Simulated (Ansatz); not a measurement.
NO2F (nitryl fluoride): from total energies to a heat of formation

NO2F has 4 atoms, charge 0, and is taken as a singlet. As SMILES, `O=[N+]([O-])F`. The shape is that of a PBE0-D4/def2-TZVP optimisation.

```xyz
4

O     0.1883    0.4699    1.1202
N     0.0797   -0.0718    0.0891
O     0.4766   -1.0687   -0.3769
F    -0.7446    0.6705   -0.8325
```

Total energies at PBE0/cc-pVTZ (Ansatz 0.2.0); the atoms run unrestricted:

| species | state | energy (Eh) |
| --- | --- | --- |
| NO2F | singlet | -304.704629 |
| O | triplet | -75.014269 |
| N | quartet | -54.541602 |
| F | doublet | -99.669043 |

Harmonic wavenumbers at PBE0-D4/def2-TZVP, in cm⁻¹: 597, 621, 796, 867, 1412, 1924.

Measured heats of formation of the gaseous atoms at 298.15 K, in kJ/mol: O 249.2, N 472.4, F 79.4. Spin-orbit lowering of the atoms at 298 K (mean of the ground term's levels less their thermal mean, from spectra), in kJ/mol: O 0.40, F 1.29. Take 1 Eh = 2625.50 kJ/mol, 1 cm⁻¹ = 0.0119627 kJ/mol, RT = 2.479 kJ/mol.

Task: What heat of formation follows?

Result: 
1. Electronic atomisation energy: 2 × (-75.014269) + (-54.541602) + (-99.669043) − (-304.704629) = 0.465446 Eh = 1222.0 kJ/mol.
2. Zero-point energy: half the sum of the wavenumbers, 3108.5 cm⁻¹ = 37.2 kJ/mol.
3. Thermal vibrational enthalpy, Σ hcν̃/(exp(hcν̃/kT) − 1): 1.2 kJ/mol. Translation, rotation and pV of a non-linear molecule: 4 RT = 9.9 kJ/mol.
4. The 4 free atoms carry 5/2 RT each: 24.8 kJ/mol.
5. Spin-orbit coupling lowers the free atoms by 2 × 0.40 + 1.29 = 2.1 kJ/mol.
6. Atomisation enthalpy at 298 K: 1222.0 − 2.1 − 37.2 − 1.2 − 9.9 + 24.8 = 1196.4 kJ/mol.
7. Sum of the atoms' heats of formation: 1050.2 kJ/mol. Heat of formation: 1050.2 − 1196.4 = -146.2 kJ/mol.

The tabulated value is -108.8 kJ/mol (NIST-JANAF tables), so this level is off by -37.4 kJ/mol, or 3.2 % of the atomisation enthalpy that the table implies (1159.0 kJ/mol). Anharmonicity and any spin-orbit splitting of the molecule are left out.
